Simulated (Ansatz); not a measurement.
```xyz
10

C    -0.797   -1.318    0.037
S     0.910   -0.817   -0.229
C     0.800    0.905    0.288
O    -0.010    1.707   -0.525
H    -0.906   -2.325   -0.367
H    -1.039   -1.334    1.101
H    -1.476   -0.647   -0.489
H     1.839    1.255    0.322
H     0.381    0.962    1.294
H     0.297    1.611   -1.432
```

Charge 0, multiplicity 1.

Problem. List the ωB97M-V/def2-TZVPP orbital energies in eV (Ansatz). (Estimate.)

Solution. The calculation gave: Occupied: -2426.65, -526.33, -283.49, -281.99, -220.60, -163.73, -163.64, -163.51, -31.78, -24.94, -22.25, -19.74, -16.95, -15.42, -15.19, -14.32, -13.55, -12.93, -11.22, -10.47, -8.88. Lowest empty: 2.58, 2.75, 3.41, 4.07, 4.32, 4.81, 4.84, 5.35.
